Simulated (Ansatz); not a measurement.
C5H10, SMILES `C=CC(C)C`. The species carries charge 0 and has multiplicity 1. The geometry is a stationary point of PBE0-D4/def2-TZVP. It is one conformer, not always the lowest.

```xyz
15

C     1.823   -1.001   -0.197
C     1.133   -0.103    0.493
C    -0.350    0.112    0.461
C    -0.657    1.564    0.095
C    -1.093   -0.850   -0.449
H     2.901   -1.067   -0.107
H     1.347   -1.702   -0.873
H     1.675    0.574    1.152
H    -0.711   -0.045    1.488
H    -0.143    2.260    0.763
H    -1.729    1.764    0.158
H    -0.330    1.778   -0.926
H    -0.916   -1.891   -0.167
H    -0.781   -0.725   -1.490
H    -2.168   -0.667   -0.401
```

(1) What is the dipole moment at B3LYP/def2-TZVPP? (Best estimate.)

(2) And with PBE, r2SCAN, ωB97M-V? (Estimate.)

(3) Give the Mulliken charges with B3LYP, ωB97M-V, PBE in def2-TZVPP. (Best estimate.)

Answers

(1) Computed: 0.45 D, with components (-0.37, 0.19, 0.18) D in this frame, pointing from negative to positive charge.

(2) The calculation gave: PBE 0.48 D, r2SCAN 0.49 D, ωB97M-V 0.44 D.

(3) The calculation gave: 
```json
{"atom": "C1", "B3LYP": "-0.22", "ωB97M-V": "-0.22", "PBE": "-0.20"}
{"atom": "C2", "B3LYP": "-0.16", "ωB97M-V": "-0.14", "PBE": "-0.16"}
{"atom": "C3", "B3LYP": "0.11", "ωB97M-V": "0.02", "PBE": "0.12"}
{"atom": "C4", "B3LYP": "-0.25", "ωB97M-V": "-0.31", "PBE": "-0.25"}
{"atom": "C5", "B3LYP": "-0.28", "ωB97M-V": "-0.36", "PBE": "-0.27"}
{"atom": "H6", "B3LYP": "0.10", "ωB97M-V": "0.10", "PBE": "0.09"}
{"atom": "H7", "B3LYP": "0.09", "ωB97M-V": "0.08", "PBE": "0.07"}
{"atom": "H8", "B3LYP": "0.09", "ωB97M-V": "0.10", "PBE": "0.08"}
{"atom": "H9", "B3LYP": "0.04", "ωB97M-V": "0.07", "PBE": "0.04"}
{"atom": "H10", "B3LYP": "0.08", "ωB97M-V": "0.10", "PBE": "0.08"}
{"atom": "H11", "B3LYP": "0.08", "ωB97M-V": "0.10", "PBE": "0.08"}
{"atom": "H12", "B3LYP": "0.08", "ωB97M-V": "0.11", "PBE": "0.08"}
{"atom": "H13", "B3LYP": "0.09", "ωB97M-V": "0.12", "PBE": "0.08"}
{"atom": "H14", "B3LYP": "0.08", "ωB97M-V": "0.11", "PBE": "0.08"}
{"atom": "H15", "B3LYP": "0.08", "ωB97M-V": "0.10", "PBE": "0.08"}
```

B3LYP here is the variant with VWN-RPA as its local correlation; programs differ in this.
